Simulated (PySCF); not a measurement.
A made-up structure of CH4BN, singlet:

```
7
angstrom
B -0.9936 0.3705 -0.7557
N 0.9836 -0.3678 0.7479
C 0.0368 -0.0147 0.0284
H -2.0339 -0.2137 -0.6639
H -0.8282 1.2819 -1.5133
H 1.6488 -1.0778 0.4416
H 1.1302 0.0389 1.6718
```

It is relaxed with PBE-D4/def2-SVP and then PBE0-D4/def2-TZVP (PySCF 2.14 with density fitting (its default auxiliary sets; JK sets also for MP2 and CCSD(T))). Atoms count as bonded within 1.22 times the sum of their covalent radii (H–H: 0.88 Å). The end point is not checked to be a true minimum.

(1) Does its bonding change? (A judgement: the text doesn't fix the answer.)

## Answers

(1) Computed: No: no bond forms or breaks.

Where it ends: The first stage lowers the energy by 0.21 eV in 5 steps. It ends as CH₄BN ([BH2][C][NH2]):
```xyz
7
angstrom
B -1.0274 0.3826 -0.7810
N 1.0100 -0.3779 0.7674
C 0.0389 -0.0152 0.0292
H -2.0669 -0.2028 -0.6875
H -0.8629 1.2940 -1.5389
H 1.6823 -1.0830 0.4797
H 1.1726 0.0153 1.6899
```

Labels in which every atom is bracketed show which atoms are joined, not bond orders.

For scale, one of the runs: PBE0-D4/def2-TZVP relaxation, 117 basis functions, launched by `OMP_NUM_THREADS=2 python run.py`. Time: 29 s of wall clock on 2 CPU threads of an Arm Neoverse V1; the host was shared. Peak host memory: 1.1 GiB.
